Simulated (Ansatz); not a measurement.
C2H4FN can be A, `C/N=C\F`, or B, `CC(=N)F`.

Gas-phase electronic energies from Ansatz, PBE0-D4/def2-TZVP geometries. CBS: MP2 limit from def2 TZ/QZ plus the TZ coupled-cluster correction, frozen cores. Functionals use def2-TZVPP. B3LYP here is the variant with VWN-RPA as its local correlation; programs differ in this. One conformer a species, not always the lowest.

Which isomer does CCSD(T)/CBS put lower? Give the gap. (Estimate.)

Computed: B, by 47.5 kJ/mol.

Give E(B) − E(A) in kJ/mol with PBE0-D4, B3LYP, BLYP-D4, LDA (SPW92), PBE-D4, r2SCAN-D4, B3LYP-D4. (An estimate is asked.)

Computed: PBE0-D4 -47.5, B3LYP -43.3, BLYP-D4 -39.8, LDA (SPW92) -46.3, PBE-D4 -43.4, r2SCAN-D4 -48.3, B3LYP-D4 -43.5. None reverses the order clearly.

Does the order hold for the free energy at 298.15 K (harmonic terms from PBE0-D4)? (An estimate is asked.)

The calculation gave: Yes: G(B) − G(A) = -45.9 kJ/mol, for one conformer each.

Largest T1 diagnostic: 0.013.

From PBE to PBE0 (25 % exact exchange), in def2-TZVPP and without D4, E(B) − E(A) moves by −4.1 kJ/mol. Leaving LDA and LC-ωPBE aside and taking each functional with its dispersion term where it has one, the values, not all of them listed here, spread over 10.9 kJ/mol, from B97M-V to BLYP-D4.
